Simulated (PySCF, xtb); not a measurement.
methane (CH4), SMILES C.

GFN2-xTB in xtb at its own geometry gives an orbital gap of 17.35 eV and a dipole moment of 0.00 D.

Geometry optimised at PBE0-D3(BJ)/def2-TZVPD.

Task: What does PBE/def2-TZVPD in PySCF give? (Estimate from the structure and the level; the computed values follow.)

Result: gap 9.44 eV (levels -9.44 and 0.00 eV), dipole 0.00 D.
